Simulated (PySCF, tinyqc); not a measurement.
Starting guesses with plain Roothaan steps: SCF starting guesses in the sto-3g basis, for LiH, spin multiplicity 1. Computed by the program tinyqc with PySCF. RHF with one setting changed at a time; a run stops when the energy changes by less than 1e-09 hartree and the error matrix is below 1e-5. Starts: the lowest orbitals of the core Hamiltonian, of the Wolfsberg-Helmholz matrix (K = 1.75), projected atomic densities, random orbitals, and the highest orbitals of the core Hamiltonian (a deliberately bad start).

Geometry (angstrom):
```
atom       x       y       z
Li    0.0000  0.0000  0.0000
H     0.0000  0.0000  3.1830
```

lowest restricted solution found by these runs and by PySCF = -7.691160 hartree

Largest element of the error matrix X^T (FDS - SDF) X:
```
iteration     core  Wolfsberg-Helmholz  atomic densities   random  highest core orbitals
1          2.0e-01             2.0e-01           4.6e-02  1.8e+00                1.0e-01
2          1.7e-01             7.2e-02           1.3e-01  1.8e-01                1.2e-01
3          1.5e-01             4.4e-02           9.4e-02  1.7e-01                1.7e-01
4          8.1e-02             1.8e-02           4.9e-02  1.0e-01                1.8e-01
5          4.9e-02             1.4e-02           2.9e-02  6.5e-02                1.8e-01
6          2.5e-02             5.6e-03           1.4e-02  3.3e-02                2.5e-01
8          6.9e-03             1.7e-03           4.0e-03  9.5e-03                2.2e-01
10         1.9e-03             4.9e-04           1.1e-03  2.6e-03                1.0e-01
14         1.4e-04             4.0e-05           7.9e-05  1.9e-04                8.8e-03
20               -                   -                 -        -                1.8e-04
```

How each run ends:
```
run                    iterations  E (hartree)         state
core                           19    -7.691160  lowest found
Wolfsberg-Helmholz             17    -7.691160  lowest found
atomic densities               18    -7.691160  lowest found
random                         19    -7.691160  lowest found
highest core orbitals          25    -7.691160  lowest found
```

What does the comparison show, and why?

5 of 5 runs reach the lowest restricted solution found, in 17 to 25 iterations (fastest: Wolfsberg-Helmholz). The first errors are 2e-01, 2e-01, 5e-02, 2e+00, 1e-01. The restricted reference is unstable here: a spin-polarised solution lies 0.0950 hartree lower (PySCF), so results built on it describe a poor reference.
